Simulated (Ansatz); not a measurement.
Cs2AgBiBr6 (Fm-3m, No. 225) was calculated with HSE06 in Ansatz (PAW).

Run with plane-wave cutoff 460 eV, 4×4×4 k mesh, Fermi–Dirac smearing 0.01 eV, no spin polarisation, scalar-relativistic PAW data made under PBE.

Cell (relaxed with PBEsol):

AgBiCs₂Br₆ has the cubic space group Fm-3m (No. 225), Pearson symbol cF40. Conventional cell: a = 11.1869 Å, b = 11.1869 Å, c = 11.1869 Å, α = 90.00°, β = 90.00°, γ = 90.00°. Cs on 8c sees 12 Br at 3.955 Å (cuboctahedral). Ag on 4b is surrounded by 6 Br at 2.752 Å (octahedral). Bi on 4a is coordinated by 6 Br at 2.841 Å (octahedral). Br on 24e is coordinated by 1 Ag at 2.752 Å and 1 Bi at 2.841 Å and 4 Cs at 3.955 Å (octahedral). (Neighbours: up to the widest gap in distance over summed covalent radii, below 1.35, at either atom; cation-cation and far metal-metal contacts left out.)
(The calculation used a cell of 10 atoms; values per cell refer to that cell.)

Problem. Give the computed band gap, smallest direct gap on the k points sampled and Γ–Γ gap.

Solution. 
- band gap = 2.02 eV (on the SCF k mesh)
- smallest direct gap on the k points sampled = 3.27 eV
- Γ–Γ gap = 3.77 eV

Note: cell and atoms aren't relaxed at this level (largest force component 0.24 eV/Å, pressure 1.4 GPa).

Spin–orbit coupling is not included; with these elements it can move the gap by several tenths of an eV or more.

It cost very roughly 12 core-minutes of CPU time.

Ansatz is an electronic-structure program.
